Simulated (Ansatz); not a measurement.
I need a single point in a Gaussian basis of C2H3ClF2, SMILES FCC(F)Cl. Use Ansatz 0.2.0 through its Python package. Level of theory: SVWN5, def2-SVPD basis, multiplicity 1.

```yaml
atoms:
  - { symbol: F, position_ang: [-0.3767, -0.7879, 1.6029] }
  - { symbol: C, position_ang: [0.2802, 0.0356, 0.7254] }
  - { symbol: C, position_ang: [-0.3688, -0.0504, -0.6689] }
  - { symbol: F, position_ang: [-0.0172, -1.2729, -1.1840] }
  - { symbol: Cl, position_ang: [0.3571, 1.1656, -1.7597] }
  - { symbol: H, position_ang: [0.2571, 1.0746, 1.1184] }
  - { symbol: H, position_ang: [1.3420, -0.3236, 0.7304] }
  - { symbol: H, position_ang: [-1.3816, 0.1019, -0.6203] }
```

Script `c2h3clf2_energy.py`:
```python
# -*- coding: utf-8 -*-
'''Single point of C2H3ClF2.'''

from dataclasses import dataclass
import logging
import sys

import ansatz as az
from ase import Atoms
import numpy as np

logging.basicConfig(stream=sys.stdout, format='%(levelname)s:%(name)s:%(message)s')
log = logging.getLogger('c2h3clf2')
log.setLevel(logging.INFO)


@dataclass(frozen=True)
class RunConfig:
    basis: str = 'def2-SVPD'


opts = RunConfig()

atoms = Atoms(['F', 'C', 'C', 'F', 'Cl', 'H', 'H', 'H'], positions=[
    [-0.3767, -0.7879, 1.6029],
    [0.2802, 0.0356, 0.7254],
    [-0.3688, -0.0504, -0.6689],
    [-0.0172, -1.2729, -1.184],
    [0.3571, 1.1656, -1.7597],
    [0.2571, 1.0746, 1.1184],
    [1.342, -0.3236, 0.7304],
    [-1.3816, 0.1019, -0.6203],
])
system = az.Crystal.molecule_from_ase(atoms)

calculation = system.calculation().basis(gaussian=opts.basis).functional(az.LibraryFunctional('SVWN5')).forces()
res = calculation.run(threads=1, backend='cpu')
data = res.report

log.info(f'E = {data["free_energy_ev"]:.6f} eV = {data["free_energy_ev"] / 27.211386246:.7f} Ha')
print('converged:', data['converged'], ' doubts:', data['published_state_doubts'] or 'none')

field = data['mean_field']
print('<S^2> =', round(abs(field['state']['spin_squared']), 4), ' relativity:', field['relativity'])
print('passes:', field['passes'])
if 'symmetry' in field:
    print('occupied orbitals by irrep:', field['symmetry']['occupied'])

symbols = [site.symbol for site in system.cartesian_sites]
log.info('forces (eV/A)')
for symbol, f in zip(symbols, data['forces_ev_ang']):
    log.info(f'  {symbol:2s} {f[0]:9.4f} {f[1]:9.4f} {f[2]:9.4f}')

charges = data['charge_distribution']
print('dipole moment', round(4.803205 * float(np.linalg.norm(charges['dipole_moment_e_ang'])), 3), 'D')
print('Mulliken:', [(s, round(q, 3)) for s, q in zip(symbols, charges['mulliken_charges_e'])])
```

```console
$ python c2h3clf2_energy.py
INFO:c2h3clf2:E = -19975.779789 eV = -734.0963672 Ha
converged: True  doubts: none
<S^2> = 0.0  relativity: none
passes: {'evaluations': 16, 'products': 12}
occupied orbitals by irrep: [{'A': 25}, {'A': 25}]
INFO:c2h3clf2:forces (eV/A)
INFO:c2h3clf2:  F    -0.3725    0.0317   -0.1826
INFO:c2h3clf2:  C     0.1693    0.0272   -0.1897
INFO:c2h3clf2:  C     5.0289   -1.0169    0.5439
INFO:c2h3clf2:  F    -0.8047    0.3599    0.1945
INFO:c2h3clf2:  Cl   -0.2198    0.0530    0.3456
INFO:c2h3clf2:  H    -0.1241    0.0719   -0.0787
INFO:c2h3clf2:  H    -0.2152    0.2385   -0.5276
INFO:c2h3clf2:  H    -3.4618    0.2347   -0.1055
dipole moment 1.442 D
Mulliken: [('F', -0.36), ('C', 0.615), ('C', 0.582), ('F', -0.352), ('Cl', -0.261), ('H', -0.075), ('H', -0.006), ('H', -0.143)]
```

Reading the output:
- Total energies depend on the basis set; only differences at equal settings carry meaning.
- The geometry is a force-field or estimated start, not a minimum of this method, and the basis set is short of its limit.
- Mulliken charges are unreliable in a basis with diffuse functions.
- Finished in 2.6 s on 1 thread of Arm Neoverse V2, on a shared host, peak memory 0.23 GiB.

(A comment or docstring line of the script was reworded after the run, the code is as it ran; lines on the test bed's own set-up are left out of the output.)
